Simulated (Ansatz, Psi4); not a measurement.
# Heat of formation of C4N2 (2-butynedinitrile) from total energies

C4N2 has 6 atoms, charge 0, and is taken as a singlet. SMILES: `N#CC#CC#N`. The coordinates come from a PBE0-D4/def2-TZVP relaxation.

Total energies at SVWN5/cc-pVDZ (Psi4 1.11); the atoms run unrestricted:

```tsv
species	state	energy (Eh)
C4N2	singlet	-259.556244
N	quartet	-54.115176
C	triplet	-37.457783
```

Harmonic wavenumbers at PBE0-D4/def2-TZVP, in cm⁻¹: 114, 114, 287, 287, 517, 517, 567, 567, 623, 1200, 2243, 2375, 2415.

Measured heats of formation of the gaseous atoms at 298.15 K, in kJ/mol: N 472.4, C 716.9. Spin-orbit lowering of the atoms at 298 K (mean of the ground term's levels less their thermal mean, from spectra), in kJ/mol: C 0.02. Take 1 Eh = 2625.50 kJ/mol, 1 cm⁻¹ = 0.0119627 kJ/mol, RT = 2.479 kJ/mol.

Task: What heat of formation follows?

Result: 
1. Electronic atomisation energy: 2 × (-54.115176) + 4 × (-37.457783) − (-259.556244) = 1.494760 Eh = 3924.5 kJ/mol.
2. Zero-point energy: half the sum of the wavenumbers, 5913 cm⁻¹ = 70.7 kJ/mol.
3. Thermal vibrational enthalpy, Σ hcν̃/(exp(hcν̃/kT) − 1): 8.5 kJ/mol. Translation, rotation and pV of a linear molecule: 3.5 RT = 8.7 kJ/mol.
4. The 6 free atoms carry 5/2 RT each: 37.2 kJ/mol.
5. Spin-orbit coupling lowers the free atoms by 4 × 0.02 = 0.1 kJ/mol.
6. Atomisation enthalpy at 298 K: 3924.5 − 0.1 − 70.7 − 8.5 − 8.7 + 37.2 = 3873.7 kJ/mol.
7. Sum of the atoms' heats of formation: 3812.4 kJ/mol. Heat of formation: 3812.4 − 3873.7 = -61.3 kJ/mol.

The tabulated value is +533.5 kJ/mol (NIST-JANAF tables), so this level is off by -594.8 kJ/mol, or 18.1 % of the atomisation enthalpy that the table implies (3278.9 kJ/mol). The LDA overbinds, which puts heats of formation too low. Anharmonicity and any spin-orbit splitting of the molecule are left out.
